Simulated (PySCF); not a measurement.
C4H7N2 (doublet state).
Cartesian coordinates in Å at the GFN2-xTB level; atoms count from 1:
```
atom  x, y, z in Å
C1     2.476    0.572    0.263
C2     1.450   -0.211   -0.195
N3     0.221    0.236   -0.244
C4    -0.801   -0.598   -0.742
N5    -2.008   -0.574    0.037
C6    -2.296    0.372    0.803
H7     3.487    0.211    0.283
H8     2.283    1.576    0.593
H9     1.679   -1.230   -0.536
H10   -1.089   -0.253   -1.749
H11   -0.505   -1.661   -0.841
H12   -3.222    0.304    1.356
H13   -1.679    1.257    0.954
```

The hyperfine couplings belong to this conformer and change with its torsions.

The species is `C=C[N]CN=C` [radical].

Theory: UKS B3LYP, pcH-1 on C H N, non-relativistic, mean-field spin-orbit, GIAO (PySCF 2.14.0). Geometry: GFN2-xTB, one conformer, isolated molecule. The geometry wasn't refined by DFT: couplings that depend on bond lengths, twists or pyramidal angles can differ widely from those at the functional's own minimum. Stability of the SCF solution: not tested. ⟨S²⟩ is 0.776 where a pure state has 0.75.

(1) Match the computed a_iso(13C) values +55.1, -48.4, -22.6, -1.2 MHz with the sites C1; C2; C4; C6.

(2) The isotropic 14N couplings are +21.0, -0.5 MHz. Assign them to N3; N5.

## Answers

(1) 
| site | a_iso (MHz) | ρ(0) (bohr⁻³) | position | distance from C1 (Å) | spin population | largest \|T\| (MHz) |
| --- | --- | --- | --- | --- | --- | --- |
| C1 | +55.1 | +0.0491 | largest spin population | 0.00 | +0.72 | 107.4 |
| C2 | -48.4 | -0.0430 | 1 bond from N3 | 1.37 | -0.23 | 29.1 |
| C4 | -22.6 | -0.0201 | 1 bond from N3 | 3.62 | -0.03 | 2.6 |
| C6 | -1.2 | -0.0011 | 3 bonds from N3 | 4.81 | -0.01 | 1.4 |

(2) 
| site | a_iso (MHz) | ρ(0) (bohr⁻³) | position | distance from C1 (Å) | spin population | largest \|T\| (MHz) |
| --- | --- | --- | --- | --- | --- | --- |
| N3 | +21.0 | +0.0650 | a main spin site | 2.33 | +0.52 | 49.2 |
| N5 | -0.5 | -0.0016 | 2 bonds from N3 | 4.63 | +0.03 | 4.3 |

ρ(0) is the spin density at the nucleus and T the dipolar tensor; entries for several nuclei are means. The Mulliken spin populations are largest on C1 (+0.72), N3 (+0.52) and C2 (-0.23). The positive populations add up to 1.33 and the negative ones to -0.33, together 2S = 1. The angles at C1 add up to 360.0°, so it is planar; its axial dipolar tensor and the negative couplings of its protons fit spin in a p orbital normal to that plane. Main spin sites, with 60 % or more of the largest population: C1, N3; positions count bonds from the nearest.

β density exceeds α density at some nuclei, such as C2 (-0.0430), C4 (-0.0201) and H7 (-0.0099), spin density in bohr⁻³. In a single determinant that takes different orbitals for the two spins, that is spin polarisation.

Nuclei that the bonding pattern makes equivalent are averaged, as if the motion that swaps them (rotation, inversion, ring flip) were fast. The 1H value of +54.2 MHz is a mean of couplings from 17.0 to 91.3 MHz in this one geometry, not an average over conformers.

N3, the radical centre as drawn in `C=C[N]CN=C`, holds a spin population of +0.52 out of 1.
